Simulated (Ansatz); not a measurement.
`NC1=COC1` + H₂O → `OC1=COC1` + NH₃ at 700 K and 1 bar (formal hydrolysis of a C–N bond).

Calculated with Ansatz (gas phase, PBE0-D4/def2-TZVP geometries, no zero-point term in ΔE). CBS: MP2 limit from def2 TZ/QZ plus the TZ coupled-cluster correction, frozen cores. This one scheme is used for every species. One conformer a species, not always the lowest.

| species | CCSD(T)/CBS energy (Eh) | H − E (kJ/mol) | S (J/(mol·K)) |
| --- | --- | --- | --- |
| `NC1=COC1` | -246.95413 | 273.7 | 390.4 |
| H₂O | -76.37941 | 80.5 | 218.4 |
| `OC1=COC1` | -266.81474 | 236.7 | 382.7 |
| NH₃ | -56.50880 | 116.9 | 226.5 |

H − E and S are ideal-gas, rigid-rotor, harmonic terms from PBE0-D4/def2-TZVP, for one conformer and one mirror image of each species. 1 Eh = 2625.50 kJ/mol, R = 8.31446 J/(mol·K).

Q: By hand: ΔE, ΔH, ΔS and ΔG.

A: ΔE = (-266.81474) + (-56.50880) − (-246.95413) − (-76.37941) = 0.01000 Eh = 26.3 kJ/mol. Δ(H − E) = 236.7 + 116.9 − 273.7 − 80.5 = -0.6, so ΔH = 25.7 kJ/mol. ΔS = 382.7 + 226.5 − 390.4 − 218.4 = 0.4 J/(mol·K). ΔG = 25.7 − 700 × (0.4)/1000 = 25.4 kJ/mol.

Q: By hand: the equilibrium constant, and the temperature at which ΔG would vanish if ΔH and ΔS stayed fixed.

A: log₁₀ K = −ΔG/(RT ln 10) = -1.9. ΔG = 0 at ΔH/ΔS = 64250 K, far beyond where these terms or the molecules hold.

The number of gas molecules stays the same, so ΔS is small and ΔH decides. A doubt of 5 kJ/mol in ΔE shifts log₁₀ K by 0.4 here. Other conformers and mirror images would add mixing entropy, several J/(mol·K) or more a flexible species. These are equilibria of isolated gas molecules and say nothing of rates. Largest T1 diagnostic: 0.013 (customary marks: 0.02 for closed shells, 0.045 for open ones).
